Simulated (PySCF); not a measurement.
Compound: C₃HOP.
Numbering: `[CH:1]#[C:2][P:3]=[C:4]=[O:5]` (hydrogens: H6 on C1)

The same species was optimised twice, with GFN2-xTB and with PBE0-D3(BJ)/def2-SVP (PySCF), and the same property calculations (PySCF, gas phase) were run on both structures.

```
  coordinate  GFN2-xTB  PBE0-D3(BJ)/def2-SVP  change
   P3=C4 (Å)     1.651                 1.699  +0.048
   C1–H6 (Å)     1.051                 1.075  +0.024
   C1≡C2 (Å)     1.203                 1.217  +0.014
   C4=O5 (Å)     1.160                 1.150  -0.010
   C2–P3 (Å)     1.766                 1.764  -0.002
C2–P3–C4 (°)      86.9                  92.8    +5.9
P3–C4–O5 (°)     179.6                 174.8    -4.8
C1–C2–P3 (°)     174.4                 172.6    -1.8
C2–C1–H6 (°)     178.8                 179.3    +0.5
```

Rotational constants: A = 7659, B = 3240, C = 2277 MHz (GFN2-xTB) against A = 8796, B = 2787, C = 2117 MHz (PBE0-D3(BJ)/def2-SVP). Point groups within 0.08 Å: Cs and Cs.

On the GFN2-xTB structure: lowest singlet, TDDFT (eV) 2.99 [wB97X-D/def2-SVPD]; lowest triplet, Tamm–Dancoff (eV) 2.72 [wB97X-D/def2-SVPD]; isotropic polarisability (au) 61.2 [wB97X-D/def2-SVPD]; HOMO (eV) -8.56 [wB97X-D/def2-SVPD]; LUMO (eV) -0.29 [wB97X-D/def2-SVPD]; dipole (D) 0.67 [wB97X-D/def2-SVPD]; HOMO (eV) -6.83 [PBE0/pcSseg-1]; LUMO (eV) -2.06 [PBE0/pcSseg-1]; dipole (D) 0.57 [PBE0/pcSseg-1]; GIAO shielding of C1 (ppm) 79.2 [PBE0/pcSseg-1]; GIAO shielding of C2 (ppm) 118.5 [PBE0/pcSseg-1]; GIAO shielding of P3 (ppm) 589.3 [PBE0/pcSseg-1]; GIAO shielding of C4 (ppm) -35.3 [PBE0/pcSseg-1]; GIAO shielding of O5 (ppm) -116.1 [PBE0/pcSseg-1].

What do these properties become on the PBE0-D3(BJ)/def2-SVP structure?

| property | level | on GFN2-xTB | on PBE0-D3(BJ)/def2-SVP | change |
| --- | --- | --- | --- | --- |
| lowest singlet, TDDFT (eV) | wB97X-D/def2-SVPD | 2.99 | 2.81 | -0.18 |
| lowest triplet, Tamm–Dancoff (eV) | wB97X-D/def2-SVPD | 2.72 | 2.53 | -0.19 |
| isotropic polarisability (au) | wB97X-D/def2-SVPD | 61.2 | 63.2 | +2.0 |
| HOMO (eV) | wB97X-D/def2-SVPD | -8.56 | -8.44 | +0.12 |
| LUMO (eV) | wB97X-D/def2-SVPD | -0.29 | -0.39 | -0.10 |
| dipole (D) | wB97X-D/def2-SVPD | 0.67 | 0.63 | -0.04 |
| energy, GFN2-xTB geometry as zero (kcal/mol) | wB97X-D/def2-SVPD | 0.0 | -2.1 | -2.1 |
| HOMO (eV) | PBE0/pcSseg-1 | -6.83 | -6.73 | +0.10 |
| LUMO (eV) | PBE0/pcSseg-1 | -2.06 | -2.18 | -0.12 |
| dipole (D) | PBE0/pcSseg-1 | 0.57 | 0.57 | 0.00 |
| energy, GFN2-xTB geometry as zero (kcal/mol) | PBE0/pcSseg-1 | 0.0 | -1.6 | -1.6 |
| GIAO shielding of C1 (ppm) | PBE0/pcSseg-1 | 79.2 | 73.4 | -5.8 |
| GIAO shielding of C2 (ppm) | PBE0/pcSseg-1 | 118.5 | 120.3 | +1.8 |
| GIAO shielding of P3 (ppm) | PBE0/pcSseg-1 | 589.3 | 560.3 | -29.0 |
| GIAO shielding of C4 (ppm) | PBE0/pcSseg-1 | -35.3 | -39.9 | -4.6 |
| GIAO shielding of O5 (ppm) | PBE0/pcSseg-1 | -116.1 | -138.4 | -22.3 |

The heavy atoms differ by 0.129 Å rms after alignment. Among all bonds P3=C4 changes most (+0.048 Å). Changes are differences of the printed values. Neither structure is proved a minimum here.

Note: wB97X-D ran without an empirical dispersion term, which enters the total energy and its gradient alone.
